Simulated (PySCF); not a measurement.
# Working out the electron affinity of C

C⁻ [He] 2s2 2p3 (4S) → C [He] 2s2 2p2 (3P). All numbers are calculated (PySCF 2.14, no relativity, point nucleus, in dyall-av3z (15s9p3d2f, 71 functions)). Frozen: 1s2; the 14 highest virtual orbitals dropped. Energies in hartree (1 hartree = 27.21139 eV):

| part | C⁻ (lower) | C (upper) |
| --- | --- | --- |
| UHF | -37.710259 | -37.693634 |
| MP2 opposite-spin | -0.067132 | -0.056540 |
| MP2 same-spin | -0.032348 | -0.013093 |

What does Hartree-Fock give?

(-37.693634) − (-37.710259) = 0.016625 hartree = 0.452 eV.

What do MP2 and SCS-MP2 (6/5 opposite-spin, 1/3 same-spin) give?

The opposite-spin parts differ by 0.288 eV and the same-spin parts by 0.524 eV. MP2: 0.452 + (0.288) + (0.524) = 1.264 eV. SCS-MP2: 0.452 + 1.2 × (0.288) + (0.524)/3 = 0.972 eV.

A first-order spin-orbit estimate adds -0.004 eV to MP2 (valence), giving 1.260 eV against 1.262 eV (measured; photodetachment measurements, as compiled on the Wikipedia data page of electron affinities).

What remains against the reference includes basis incompleteness, the frozen core and correlation beyond second order.
